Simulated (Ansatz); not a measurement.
## Counterpoise correction, worked out

The pair of NH4⁺ (SMILES [NH4+], atoms 1–5) and C2H2 (SMILES C#C, atoms 6–9), both closed shells, in one local arrangement (a lower one may exist), relaxed at PBE0-D4/def2-TZVP:

N1  (0.065, 0.074, -1.392)
H2  (1.008, -0.172, -1.699)
H3  (-0.606, -0.575, -1.806)
H4  (-0.154, 1.022, -1.702)
H5  (0.009, 0.021, -0.343)
C6  (-0.192, -0.679, 1.664)
C7  (0.034, 0.498, 1.739)
H8  (-0.395, -1.729, 1.666)
H9  (0.231, 1.540, 1.873)
(Å)

Program: Ansatz 0.2.0. Basis: def2-TZVPPD. Cores are frozen in the correlated methods.

CCSD(T) total energies in eV:

| system | geometry | basis functions | energy |
| --- | --- | --- | --- |
| pair | pair | all | -3646.99280 |
| NH4⁺ | as in the pair | all (partner as ghosts) | -1546.05556 |
| C2H2 | as in the pair | all (partner as ghosts) | -2100.45669 |
| NH4⁺ | as in the pair | its own | -1546.05130 |
| C2H2 | as in the pair | its own | -2100.43684 |
| NH4⁺ | free (PBE0-D4 minimum) | its own | -1546.06872 |
| C2H2 | free (PBE0-D4 minimum) | its own | -2100.44219 |

Work out the interaction energy with and without the counterpoise correction, the superposition error, and the binding energy from the relaxed fragments.

Without correction: -3646.99280 − (-1546.05130) − (-2100.43684) = -0.50466 eV.
With correction (each fragment in the whole basis): -3646.99280 − (-1546.05556) − (-2100.45669) = -0.48055 eV = -11.08 kcal/mol.
The superposition error is the difference, 0.02411 eV, 5 % of the uncorrected value: each fragment borrows its partner's functions.
Deformation from the free shapes: 0.01742 eV for NH4⁺ and 0.00535 eV for C2H2.
Binding energy from relaxed fragments: -0.48055 + 0.01742 + 0.00535 = -0.45778 eV = -10.56 kcal/mol (electronic, without zero-point energy; negative means bound). For comparison, the corrected interaction energy by CCSD(T) at an estimated basis limit (MP2 extrapolated from triple and quadruple zeta, plus CCSD(T) − MP2 in triple zeta) is -0.505 eV; triple zeta with the correction binds less.

No T1 diagnostic of these runs exceeds 0.014.

For scale, one of the runs: CCSD(T)/def2-TZVPPD, 213 basis functions, launched by `ansatz run in.yaml --threads 2 --pin off --events-out ev --progress --plain --max-ram 5222MiB`. Hardware: 2 CPU threads of an Arm Neoverse V1, shared host. Wall time 54 s; peak host memory 3.1 GiB.
